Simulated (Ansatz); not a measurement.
Geometry optimisation, RKS PBE0-D4/def2-SVP in Ansatz.

Input file:

```yaml
crystal:
  periodic: [false, false, false]
  atoms:
    - { symbol: B, position_ang: [-0.299331, -1.223135, -0.265078] }
    - { symbol: H, position_ang: [0.732553, -1.128254, -0.822359] }
    - { symbol: H, position_ang: [-1.325059, -0.986844, -0.85495] }
    - { symbol: H, position_ang: [-0.331605, -1.606137, 0.87861] }
    - { symbol: H, position_ang: [0.906841, 0.709433, -0.265581] }
    - { symbol: "N", position_ang: [0.456116, 1.459509, 0.26194] }
    - { symbol: H, position_ang: [-0.457445, 1.636305, -0.150722] }
    - { symbol: H, position_ang: [0.317832, 1.139122, 1.218239] }
basis:
  gaussian: { orbitals: def2-SVP }
hamiltonian:
  xc: pbe0
  dispersion: d4
relax:
  f_tol: 0.03
  max_steps: 50
```

Run as:

```bash
$ ansatz run input.yaml --threads 1 --pin off --max-ram 2048MiB --backend cpu --events-out ev --progress --plain --runs-dir out
```

Question: Where does it end, and by what steps?

Answer: The forces met the threshold. The force dipped under the threshold on the way, but the program's further checks kept it going. After 18 steps the energy has fallen by 1.522 eV; N6 moved furthest, 0.75 Å. Joined: B1–N6.

```tsv
step	energy less start (eV)	largest force component (eV/Å)	accepted
0	0.0000	0.677	yes
1	-0.0784	1.327	yes
2	-0.1813	1.225	yes
3	-0.2970	0.739	yes
4	-0.6129	2.162	yes
5	-1.1232	2.138	yes
6	-1.3947	0.680	yes
7	-1.4168	0.106	yes
8	-1.4177	0.071	yes
9	-1.4179	0.019	yes
10	-1.4184	0.055	yes
11	-1.4476	0.262	yes
12	-1.5013	0.133	yes
13	-1.4735	1.066	no
14	-1.5181	0.047	yes
15	-1.5134	0.256	no
16	-1.5209	0.024	yes
17	-1.5221	0.051	yes
18	-1.5222	0.013	yes
```

```xyz
8
Properties=species:S:1:pos:R:3
B -0.207 -0.791 -0.164
H 0.403 -1.083 -1.184
H -1.422 -0.786 -0.314
H 0.155 -1.432 0.814
H 1.205 0.857 0.299
N 0.199 0.760 0.157
H -0.067 1.378 -0.610
H -0.266 1.096 1.001
```

Run time: 20 s on 1 thread of Arm Neoverse V2, with other jobs on the host, peak memory 0.11 GiB.
